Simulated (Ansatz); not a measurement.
Reaction (substitution at a C–C bond): `CN=CC(C)=N` + H–F → `C/N=C\F` + `CC=N`

Gas-phase electronic energies from Ansatz, PBE0-D4/def2-TZVP geometries. CCSD(T)/CBS is the MP2 limit (def2-TZVPP, def2-QZVPP) plus CCSD(T) − MP2 in def2-TZVPP, frozen cores. This one scheme is used for every species. DFT in def2-TZVPP. B3LYP here is the variant with VWN-RPA as its local correlation; programs differ in this. One conformer a species, not always the lowest.

Is it downhill or uphill in electronic energy at CCSD(T)/CBS, and by how much? (Estimate.)

Ansatz gave: Uphill: ΔE = +0.55 eV.

What do these levels give: r2SCAN-D4, ωB97M-V, B2PLYP, PBE, PBE0, B3LYP, HF/def2-TZVPP, CCSD/def2-TZVPP, SCS-MP2/def2-QZVPP, HF/CBS(def2), MP2/CBS(def2), CCSD/CBS(def2)? (Estimate.)

Ansatz gave: r2SCAN-D4 0.38, ωB97M-V 0.39, B2PLYP 0.39, PBE 0.32, PBE0 0.38, B3LYP 0.28, HF/def2-TZVPP 0.28, CCSD/def2-TZVPP 0.47, SCS-MP2/def2-QZVPP 0.54, HF/CBS(def2) 0.28, MP2/CBS(def2) 0.66, CCSD/CBS(def2) 0.52 eV.

Largest T1 diagnostic among the species: 0.013.

The D4 term adds +0.11 eV with B3LYP and +0.06 eV with PBE0; it sums over pairs of atoms, weighted by their polarisabilities, and B3LYP, whose exchange is more repulsive, gets the larger term. In def2-TZVPP, CCSD(T) changes the Hartree–Fock value by +0.23 eV (the triples alone add +0.03 eV) and MP2 by +0.33 eV. From PBE to PBE0 (25 % exact exchange), in def2-TZVPP and without D4, ΔE moves by +0.06 eV.
